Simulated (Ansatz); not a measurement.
Input file:

```yaml
crystal:
  periodic: [false, false, false]
  atoms:
    - {symbol: P, position_ang: [0.000000, 0.000000, 2.099870]}
    - {symbol: Mg, position_ang: [0.000000, 0.000000, -0.362435]}
    - {symbol: H, position_ang: [0.000000, 0.000000, -1.737435]}
basis:
  gaussian: {orbitals: 6-31G}
magnetization: {spin_polarized: false, initial_magnetization: 2}
correlation: {method: fci, electrons: outside_noble_gas}
```

```sh
$ ansatz run in.yaml --threads 1 --pin off --events-out ev --progress --plain --max-ram 2393MiB
```

Output:

```
539 factors; integrals over basis functions are off by at most 2.1e-7 eV
mean field evaluation 1: about -14715.8818 eV, gradient 7.1e0 eV
mean field evaluation 2: about -14715.9104 eV, gradient 7.2e0 eV
mean field evaluation 4: about -14716.3300 eV, gradient 2.3e-1 eV
mean field evaluation 8: about -14716.3304 eV, gradient 8.2e-4 eV
mean field evaluation 16: about -14708.9108 eV, gradient 7.6e-3 eV
mean field evaluation 32: about -14715.7294 eV, gradient 1.9e0 eV
mean field -14716.33035433 eV, -540.8151654347 hartree, gradient 1.7e-6 eV, S^2 2.000000; 5 other end points of the search recorded, 0 dependent functions left out
mean field evaluation 64: about -14716.3819 eV, gradient 2.7e-4 eV
10 core orbitals not correlated: weight in the atoms' cores, before any rotation towards them, 1.000 or more for the frozen orbitals, at most 0.000 for the correlated occupied ones
reference -14716.33035433 eV, -540.8151654347 hartree; 5, 3 occupied and 13, 15 virtual orbitals, 539 factors
state -14717.94120603 eV, -540.8743631429 hartree
Total energy: -14717.94120603 eV, -540.8743631429 hartree
```

Ran on 1 thread of Intel Xeon, shared host: 11 s wall, 0.29 GiB peak host memory.
